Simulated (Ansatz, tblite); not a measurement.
**The cluster ZrSe2+: one state, many levels**

An exercise on one series of results from a longer session: the logs are not shown, and one member is left open.

Method: as each input shows; program: Ansatz 0.2.0, Gaussian basis.

The runs, in order: GFN1-xTB, GFN2-xTB, PBE-D4/def2-TZVP, r2SCAN-D4/def2-TZVP, LDA/def2-TZVP, ωB97X-V/def2-TZVP, HF/def2-TZVP, B3LYP-D4/def2-TZVP, B97M-V/def2-TZVP, PBE-D4/def2-SVP, PBE0-D4/def2-SVP, CCSD(T)/def2-TZVP, RPA/def2-TZVP.

## The geometry

The doublet was relaxed beforehand with PBE0-D4/def2-TZVP. At that level it is the lowest of the isomers that a small search found.

3 atoms, charge 1, spin multiplicity 2.

Bond lengths: Zr1–Se2 2.434 Å, Zr1–Se3 2.433 Å, Se2–Se3 2.380 Å. Angles: Se2–Zr1–Se3 58.5°, Zr1–Se2–Se3 60.7°, Zr1–Se3–Se2 60.7°.

Coordinates:

```xyz
3
charge 1, multiplicity 2
Zr    0.92958   -0.75161    0.75747
Se   -0.54508    1.16773    0.50560
Se   -0.38449   -0.41611   -1.26307
```

Zr takes a core potential in the def2 sets. No spin-orbit coupling is included. The ion is computed in the gas phase, without counter-ions or solvent.

PBE0-D4/def2-TZVP was run before; its log isn't repeated, and its numbers join the tables.

The first run:

Tight binding, by tblite at 300 K electronic temperature and without a spin-polarisation term:

```python
tblite.interface.Calculator('GFN1-xTB', numbers, positions, charge=1, uhf=1).singlepoint()
```

Tight binding, by tblite at 300 K electronic temperature and without a spin-polarisation term:

```python
tblite.interface.Calculator('GFN2-xTB', numbers, positions, charge=1, uhf=1).singlepoint()
```

start.molden holds the orbitals of an earlier run on this state, given as this run's starting guess.

Contents of in.yaml:

```yaml
crystal:
  periodic: [false, false, false]
  atoms:
    - {symbol: Zr, position_ang: [0.929577, -0.751613, 0.757465]}
    - {symbol: Se, position_ang: [-0.545083, 1.167729, 0.505604]}
    - {symbol: Se, position_ang: [-0.384494, -0.416106, -1.263069]}
basis:
  gaussian: {orbitals: def2-TZVP, initial_orbitals: start.molden}
total_charge: 1
magnetization: {spin_polarized: true, initial_magnetization: 1}
hamiltonian: {xc: pbe, dispersion: d4}
scf: {omitted_lower_state_checks: [starts]}
output: {orbitals: {seedname: orbitals}}
```

Launch:

```sh
$ ansatz run in.yaml --threads 4 --pin off --events-out ev --progress --plain --max-ram 3916MiB
```

Steps of the session up to this table: PBE-D4/def2-TZVP; r2SCAN-D4/def2-TZVP; LDA/def2-TZVP; ωB97X-V/def2-TZVP; HF/def2-TZVP; B3LYP-D4/def2-TZVP; B97M-V/def2-TZVP; PBE-D4/def2-SVP; PBE0-D4/def2-SVP; CCSD(T)/def2-TZVP; RPA/def2-TZVP.

One of the session's tables, all rows but one given; the rest of the session is left out.

| level | HOMO (eV) | LUMO (eV) | gap (eV) |
| --- | --- | --- | --- |
| HF/def2-TZVP | -12.81 | -5.18 | 7.63 |
| LDA/def2-TZVP | -9.48 | -9.07 | 0.41 |
| PBE-D4/def2-SVP | -9.48 | -8.79 | 0.69 |
| PBE-D4/def2-TZVP | -9.43 | -8.73 | 0.70 |
| r2SCAN-D4/def2-TZVP | -9.87 | -8.51 | 1.35 |
| B97M-V/def2-TZVP | ? | ? | ? |
| B3LYP-D4/def2-TZVP | -10.36 | -7.97 | 2.39 |
| PBE0-D4/def2-SVP | -10.73 | -7.83 | 2.90 |
| PBE0-D4/def2-TZVP | -10.67 | -7.76 | 2.90 |
| ωB97X-V/def2-TZVP | -12.96 | -5.58 | 7.38 |

Estimate the missing values for B97M-V/def2-TZVP.

As computed: HOMO (eV): -9.58; LUMO (eV): -8.54; gap (eV): 1.04. In the column «HOMO (eV)» it lies between r2SCAN-D4/def2-TZVP (-9.87) and LDA/def2-TZVP (-9.48).
